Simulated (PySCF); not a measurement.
Compound: C₅H₇Cl.
Cartesian coordinates in Å at the GFN2-xTB level; atoms count from 1:
```
atom  x, y, z in Å
C1     0.0250    1.1245   -1.2458
C2     0.0071    0.2352   -0.0558
C3    -1.1218   -0.2875    0.7786
C4    -0.1123   -1.2358    0.2045
C5     1.0964   -0.4938    0.6457
Cl6    1.4328   -0.2308    2.3757
H7     0.0465    2.1700   -0.9395
H8    -0.8669    0.9619   -1.8492
H9     0.9045    0.9261   -1.8562
H10   -1.1230   -0.1092    1.8460
H11   -2.1078   -0.2801    0.3307
H12   -0.2207   -2.1214   -0.3839
H13    2.0357   -0.6586    0.1316
```

Method: PySCF 2.14.0, density-fitted response routines, TDDFT PBE0/def2-SVPD, vertical, gas phase, core orbitals frozen in the response.

Transition dipole moments from the ground state, in atomic units and in the frame of the coordinates above (overall signs are arbitrary), for the states with f of 0.002 or more among the lowest 6:

```
state  E (eV)      μx      μy      μz
   S1   7.080  -0.102  -0.107  -0.217
   S2   7.209  -0.067   0.134  -0.103
   S3   7.332   0.402  -0.008   0.474
   S4   7.592  -0.202  -0.245  -0.175
   S6   7.745   0.038   0.026  -0.326
```

Problem. What oscillator strength does each state have?

Solution. f = (2/3) ΔE |μ|² with ΔE in hartree (27.2114 eV).

| state | \|μ\|² (au) | \|μ\| (D) | f |
| --- | --- | --- | --- |
| S1 | 0.069 | 0.67 | 0.012 |
| S2 | 0.033 | 0.46 | 0.006 |
| S3 | 0.387 | 1.58 | 0.069 |
| S4 | 0.131 | 0.92 | 0.024 |
| S6 | 0.108 | 0.84 | 0.021 |

Problem. What angle do the transition dipoles of S1 and S3 make?

Solution. |cos θ| = |μa·μb| / (|μa| |μb|) = 0.88, so θ ≈ 29° (taken between 0 and 90°, since the signs are arbitrary).

Problem. What peak molar absorption coefficient would the strongest computed level give as a lone Gaussian band 0.5 eV wide at half height?

Solution. ε(max) = 2.175×10⁸ f / FWHM, with the width in cm⁻¹. S3: 2.175×10⁸ × 0.0694 / 4033 ≈ 3700 L mol⁻¹ cm⁻¹.

Without π bonds the low states may be Rydberg-like; a valence basis with one diffuse set may place them up to an eV too high.
